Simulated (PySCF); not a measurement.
`C=CC#CCF`. Theory: PBE0-D3(BJ)/def2-SVP geometry optimisation, gas phase (PySCF 2.14.0).

```
atom  x, y, z in Å
C1     2.5211    0.4526    0.1656
C2     1.6131   -0.3270   -0.4393
C3     0.2054   -0.2129   -0.2782
C4    -1.0017   -0.1417   -0.1559
C5    -2.4454   -0.0390   -0.0021
F6    -3.1087   -1.0336   -0.6721
H7     2.2236    1.2539    0.8468
H8     3.5884    0.3032   -0.0096
H9     1.9492   -1.1217   -1.1160
H10   -2.7133   -0.0973    1.0678
H11   -2.7938    0.9377   -0.3827
```

(1) How far are the heavy atoms from their best plane (unweighted least squares)?

(2) What is the longest distance between nuclei?

(3) Work out the bond lengths C1=C2, C1–H7, C2–C3, C5–F6, C5–H11 in Å.

(4) Where is the centre of mass (commonest isotopes), and what is the radius of gyration?

(5) What is the repulsion energy of the bare nuclei, Σ ZA·ZB/RAB?

(6) What are the angles C2–C1–H8, C3–C2–H9, C1–C2–C3, C2–C3–C4, F6–C5–H11, H10–C5–H11, F6–C5–H10?

(7) Give the dihedral angles H7–C1–C2–H9, H8–C1–C2–H9, H8–C1–C2–C3, H7–C1–C2–C3.

(8) How far apart are these pairs, which share no bond: C1···C4, C3···C5, C4···H7, C4···H8, H7···H9, H7···H10, H9···H11?

(9) Write the matrix of distances between heavy atoms (Å, lower triangle).

Results:

(1) 0.021 Å rms; C1 0.03, C2 0.02, C3 0.02, C4 0.01, C5 0.01, F6 0.03 Å (magnitudes).

(2) F6···H8, 6.86 Å; the next longest distance is 6.42 Å.

(3) For C1=C2 the difference vector is (-0.9080, -0.7796, -0.6049) Å, of length 1.3409 Å. C1=C2 1.341; C1–H7 1.093; C2–C3 1.421; C5–F6 1.370; C5–H11 1.105 Å.

(4) Mass 84.038 u; centre at (-0.548, -0.257, -0.248) Å; Rg = √(Σ m r²/M) = 2.238 Å. As Ia + Ib + Ic = 2 Σ m r², the three principal moments sum to 841.8 u·Å².

(5) 187.64 Eh over 55 pairs, with full nuclear charges and distances in bohr; the largest single term is 20.85 Eh (C5 with F6).

(6) From the scalar product of the two bond vectors; for C2–C1–H8 it is -0.7467 Å² over 1.3409 × 1.0919 Å², cos θ = -0.5100. C2–C1–H8 120.7°; C3–C2–H9 115.6°; C1–C2–C3 124.9°; C2–C3–C4 178.6°; F6–C5–H11 108.7°; H10–C5–H11 107.7°; F6–C5–H10 108.5°.

(7) H7–C1–C2–H9 180° (antiperiplanar); H8–C1–C2–H9 0° (synperiplanar); H8–C1–C2–C3 180° (antiperiplanar); H7–C1–C2–C3 0° (synperiplanar). Dihedral signs follow IUPAC: positive where, seen along the central bond, the front bond turns clockwise onto the rear one.

(8) C1···C4 3.587 Å (3 bonds apart); C3···C5 2.671 Å (2 bonds apart); C4···H7 3.655 Å (4 bonds apart); C4···H8 4.614 Å (4 bonds apart); H7···H9 3.094 Å (3 bonds apart); H7···H10 5.123 Å (6 bonds apart); H9···H11 5.223 Å (5 bonds apart).

(9) 
```
C1    0.000
C2    1.341  0.000
C3    2.450  1.421  0.000
C4    3.587  2.637  1.215  0.000
C5    4.994  4.092  2.671  1.455  0.000
F6    5.883  4.780  3.437  2.346  1.370  0.000
```

Not checked by PBE0-D3(BJ)/def2-SVP frequencies.
